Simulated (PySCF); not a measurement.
Molfile (atoms numbered from 1):
```
C5H8
     RDKit          3D

 13 12  0  0  0  0  0  0  0  0999 V2000
    2.3127    0.1624    0.4895 C   0  0  0  0  0  0  0  0  0  0  0  0
    1.1711    0.4483   -0.1371 C   0  0  0  0  0  0  0  0  0  0  0  0
    0.0638   -0.5286   -0.4086 C   0  0  0  0  0  0  0  0  0  0  0  0
   -1.2034   -0.1557    0.3050 C   0  0  0  0  0  0  0  0  0  0  0  0
   -2.3537    0.1658   -0.2876 C   0  0  0  0  0  0  0  0  0  0  0  0
    2.5301   -0.8494    0.8481 H   0  0  0  0  0  0  0  0  0  0  0  0
    3.0753    0.9258    0.6646 H   0  0  0  0  0  0  0  0  0  0  0  0
    0.9877    1.4762   -0.4746 H   0  0  0  0  0  0  0  0  0  0  0  0
   -0.1338   -0.5761   -1.4936 H   0  0  0  0  0  0  0  0  0  0  0  0
    0.3860   -1.5363   -0.0929 H   0  0  0  0  0  0  0  0  0  0  0  0
   -1.1408   -0.1363    1.4004 H   0  0  0  0  0  0  0  0  0  0  0  0
   -2.4552    0.1659   -1.3782 H   0  0  0  0  0  0  0  0  0  0  0  0
   -3.2390    0.4376    0.2931 H   0  0  0  0  0  0  0  0  0  0  0  0
  1  2  2  0
  2  3  1  0
  3  4  1  0
  4  5  2  0
  1  6  1  0
  1  7  1  0
  2  8  1  0
  3  9  1  0
  3 10  1  0
  4 11  1  0
  5 12  1  0
  5 13  1  0
M  END
```

All values are calculated (PySCF 2.14.0 with density-fitted response routines): NMR shieldings at PBE0/pcSseg-1/GIAO, PBE0-D3(BJ)/def2-SVP geometry. Isolated molecule, one averaged value for each set of equivalent atoms, no relativistic terms, a single conformation.

Chemical shifts δ = σref − σ; TMS for $^{13}$C and $^{1}$H, all at this level.

| atoms | nucleus | count | δ (ppm) |
| --- | --- | --- | --- |
| C2/C4 | $^{13}$C | 2 | 147.0 |
| H7/H13 | $^{1}$H | 2 | 5.27 |
| C3 | $^{13}$C | 1 | 45.1 |
| H8/H11 | $^{1}$H | 2 | ? |
| C1/C5 | $^{13}$C | 2 | 123.5 |
| H6/H12 | $^{1}$H | 2 | 5.38 |
| H9/H10 | $^{1}$H | 2 | ? |

Task: Fill in the missing shifts.

Result: 
- H8/H11: 5.84 ppm, hydrogen on an alkene CH; a vinylic proton, deshielded by the sp2 carbon and the C=C anisotropy
- H9/H10: 2.76 ppm, hydrogen on an allylic sp3 CH2; allylic position

Shifts are as computed. Against solution values, carbons near 30 ppm lie about +2 ppm off and those near 130 ppm about +5 ppm. Of 1211 compounds with measured shifts, 218 miss one by over three times the rms of a fit or turn the order of signals round; such compounds aren't used in these exercises.
